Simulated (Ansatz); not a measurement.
# B2ClH3, SMILES BBCl: a relaxed scan of one distance

Program: the Python package of Ansatz (0.2.0).

Run as a notebook:

**Cell 1**
```python
import ansatz as az
import numpy as np

geometry_ang = [
    ('B', (-0.2601, -0.0028, -0.8262)),
    ('B', (0.4093, -0.0803, 0.6472)),
    ('Cl', (-0.6252, 0.1162, 2.1668)),
    ('H', (0.4116, -0.0705, -1.8225)),
    ('H', (-1.4663, 0.2434, -0.9358)),
    ('H', (1.5727, -0.2701, 0.7244)),
]
mol = az.Crystal.molecule()
for symbol, xyz in geometry_ang:
    mol = mol.atom(symbol, xyz)
```

**Cell 2**
```python
calc = (
    mol.calculation()
    .basis(gaussian='def2-SVP')
    .functional('pbe', dispersion='d4')
)
symbols = [site.symbol for site in mol.cartesian_sites]
pairs = [(0, 1), (0, 3), (0, 4), (1, 2), (1, 5)]
print('held (A)   E (eV)        ', '  '.join(f'{symbols[i]}{i}-{symbols[j]}{j}' for i, j in pairs))
for length in [1.11, 1.2, 1.3, 1.44, 1.62]:
    report = calc.relax(constraints=[az.DistanceConstraint((0, 3), at=length)], force_tolerance=0.02, max_steps=60).run(threads=1, pin='off').report
    xyz = np.array(report['positions_ang'])
    print(f'{length:6.2f} {report["free_energy_ev"]:14.5f}  ', '  '.join(f'{np.linalg.norm(xyz[i] - xyz[j]):.3f}' for i, j in pairs))
```
Output:
```text
held (A)   E (eV)         B0-B1  B0-H3  B0-H4  B1-Cl2  B1-H5
DeckWarning: relax.constraints: the input's atoms, or those drawn, lie off the distances that are held; a relaxation that starts there is brought onto them ahead of its first SCF, by positions alone, an atom by 4.67e-2 Å at the most. With the symmetry detection on, the symmetry is detected on the input's atoms as so brought (as typed, where only the drawn atoms reach the distances), and notices that speak of the structure as typed mean those atoms
  1.11   -13910.76574   1.664  1.110  1.221  1.771  1.218
  1.20   -13910.91878   1.664  1.200  1.220  1.768  1.218
  1.30   -13910.86209   1.662  1.300  1.219  1.768  1.218
  1.44   -13910.55980   1.661  1.440  1.217  1.768  1.217
  1.62   -13910.00527   1.654  1.620  1.212  1.768  1.217
```

Total energies depend on the basis set; only differences at equal settings carry meaning. Warnings are shown shortened and without file and line. The energies are electronic: no zero-point or thermal terms, and the basis set is short of its limit. Finished in 41 s on 1 thread of Intel(R) Xeon(R) Platinum 8488C (Sapphire Rapids) (shared host), peak memory 0.19 GiB.

(Lines on the test bed's own set-up are left out of the output.)
